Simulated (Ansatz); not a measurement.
Cost and result up the ladder for SiH2MeF (CH5FSi) (8 atoms). Charge 0, multiplicity 1. Geometry: PBE-D4/def2-TZVP.

```tsv
atom	x (Å)	y (Å)	z (Å)
Si1	0.0834	-0.6236	-0.6068
H2	0.1988	-0.0583	-1.9863
H3	-1.0349	-1.6151	-0.5603
C4	-0.1384	0.7203	0.6664
H5	-1.0483	1.3009	0.4502
H6	0.7171	1.4111	0.6600
H7	-0.2347	0.2961	1.6761
F8	1.4571	-1.4313	-0.2993
```

Ansatz on 2 threads of AMD EPYC 7R13 on a shared host. Times are rough, and most runs start from the orbitals of an earlier one. ωB97M-V/def2-TZVP serves as the yardstick here, not as an exact answer. Differences are given only for rows in sets of like size (and for xTB, whose basis is part of the method), since another set adds its own error. Binding counts from free atoms at the same level (Si triplet, H doublet, C triplet, F doublet; other spins of the atoms weren't run), without zero-point energy or a counterpoise term.

B3LYP takes the VWN-RPA correlation. HSE06 is defined as in plane-wave codes, on full-range PBE exchange. Correlated methods freeze 7 core orbitals.

Correlated methods converge slowly with the basis.

```
                         level  functions  wall time
                     HF/STO-3G         24      0.1 s
                      HF/6-31G         41     0.15 s
               PBE-D4/def2-SVP         71     0.55 s
                B3LYP-D4/6-31G         41     0.55 s
              PBE0-D4/def2-SVP         71     0.55 s
                  HF/def2-TZVP        129     0.65 s
                 MP2/def2-TZVP        129     0.85 s
PBE-D4/def2-TZVP (with forces)        129      1.1 s
            HSE06-D4/def2-TZVP        129      1.2 s
             PBE0-D4/def2-TZVP        129      1.6 s
          r2SCAN0-D4/def2-TZVP        129        2 s
             ωB97X-V/def2-TZVP        129      2.7 s
              B97M-V/def2-TZVP        129      3.2 s
             ωB97M-V/def2-TZVP        129      3.2 s
```

**Question.** Estimate what each level gives for the binding energy per atom (eV).

**Answer.** 
```tsv
level	binding energy per atom (eV)	difference from ωB97M-V/def2-TZVP (eV)
HF/STO-3G	3.40	–
HF/6-31G	2.52	–
PBE-D4/def2-SVP	3.71	–
B3LYP-D4/6-31G	3.45	–
PBE0-D4/def2-SVP	3.67	–
HF/def2-TZVP	2.86	-0.86
MP2/def2-TZVP	3.63	-0.10
PBE-D4/def2-TZVP (with forces)	3.72	0.00
HSE06-D4/def2-TZVP	3.69	-0.04
PBE0-D4/def2-TZVP	3.69	-0.04
r2SCAN0-D4/def2-TZVP	3.68	-0.05
ωB97X-V/def2-TZVP	3.73	0.01
B97M-V/def2-TZVP	3.72	0.00
ωB97M-V/def2-TZVP	3.72	0.00
```
